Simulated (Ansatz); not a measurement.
A nudged elastic band was laid between two geometries of H2O + H5NSi (10 atoms, charge 0, multiplicity 1).

Method: Ansatz, RKS PBE-D4/6-31G*.

| Item | Value |
| --- | --- |
| movable images | 5 |
| climbing image | yes |
| spring | 5.0 eV/Å² |
| optimiser | quadratic models (default) |
| start path | through a guess of the saddle point |
| force threshold | 0.05 eV/Å |
| iteration limit | 60 |
| end points | relaxed |

Image 0:

```xyz
10
Properties=species:S:1:pos:R:3
Si 0.362 -0.073 -0.146
H 0.517 0.018 1.340
H 1.734 -0.304 -0.729
H -0.188 1.186 -0.725
N -0.809 -1.364 -0.476
H -0.539 -2.298 -0.157
H -1.110 -1.431 -1.452
O -2.774 0.145 1.009
H -2.278 -0.537 0.485
H -2.561 -0.102 1.930
```

Image 6:

```xyz
10
Properties=species:S:1:pos:R:3
Si -0.331 0.156 -0.662
H -1.303 -1.224 3.092
H 1.062 0.528 -0.254
H -0.645 0.692 -2.033
N -0.658 -1.540 -0.809
H -0.324 -2.217 -0.124
H -0.761 -1.954 -1.734
O -1.245 0.861 0.561
H -2.194 0.638 0.490
H -1.247 -0.700 2.553
```

(1) Which bonds break or form, and what moves?

(2) What energy profile does the band end with?

(3) What is the geometry of the highest image?

## Answers

(1) Bonds broken: Si1–H2, O8–H10. Bonds formed: Si1–O8, H2–H10. H2O + H5NSi becomes H2 + H5NOSi.

(2) It converged. The highest image is number 2 of 0 to 6, 134.8 kJ/mol above the first end and 199.9 kJ/mol above the last; the last end lies 65.1 kJ/mol below the first. Beside the main top the profile has a ripple of under 15 meV (maxima at images 2, 4), which may be a very shallow well or noise. Neighbouring images differ by up to 2.1 eV, so the band resolves the path poorly. A vibrational analysis at the climbing image gives one clearly imaginary mode, 1291i cm⁻¹: a first-order saddle point. The orbitals stay closed-shell, which can raise the energy where a bond breaks towards radicals; this wasn't checked here.

```csv
image,path coordinate (Å),energy (kJ/mol),Si1–H2 (Å),O8–H10 (Å),Si1–O8 (Å)
0,0.00,0.0,1.50,0.98,3.35
1,2.56,7.1,1.52,0.98,3.25
2,5.11,134.8,1.80,1.24,1.94
3,7.97,-64.4,4.21,2.50,1.68
4,10.83,-63.7,4.00,2.58,1.68
5,13.69,-64.6,4.71,2.47,1.68
6,16.55,-65.1,4.12,2.53,1.68
```

(3) 
```xyz
10
Properties=species:S:1:pos:R:3
Si -0.317 -0.091 -0.067
H -0.003 0.477 1.613
H 1.160 -0.409 -0.043
H -0.498 1.239 -0.726
N -0.823 -1.578 -0.833
H -1.760 -1.710 -1.213
H -0.125 -2.115 -1.345
O -1.995 0.001 0.902
H -2.242 -0.911 1.175
H -1.043 0.338 1.617
```

Run time: 5.8 min on 1 thread of Arm Neoverse V1, with other jobs on the host, peak memory 0.12 GiB.
